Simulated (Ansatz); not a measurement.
Results of r²SCAN (PAW; Ansatz, an electronic-structure program) for rutile SnO2.

Numerical settings: plane-wave cutoff 560 eV, 8×8×10 k mesh (along the axes of the cell as run), Fermi–Dirac smearing 0.01 eV, scalar-relativistic PAW data made under PBE.

Results at a series of volumes:

```csv
V (Å³/atom),E − E_lowest (meV/atom)
11.602,13.32
11.844,3.19
12.086,0.00
12.327,2.94
12.569,11.28
```

Question: Estimate the bulk modulus and its pressure derivative from these points.

Answer: V0 = 12.086 Å³/atom, B0 = 203 GPa, B′ = 5.2 (fit to the energies at full precision).

Shape and atoms are relaxed at each volume.

Measured, for comparison: bulk modulus 212 GPa (temperature not stated, no zero-point or thermal correction, from measured elastic constants; as tabulated in Toher et al. (2017), arXiv:1611.05714). Computed (rounded) less measured: bulk modulus -4 %.

Note: the bulk modulus comes from volumes at which shape and atoms were relaxed.

Spin–orbit coupling is not included.

Cost on a shared machine: around 9 core-minutes (rough).
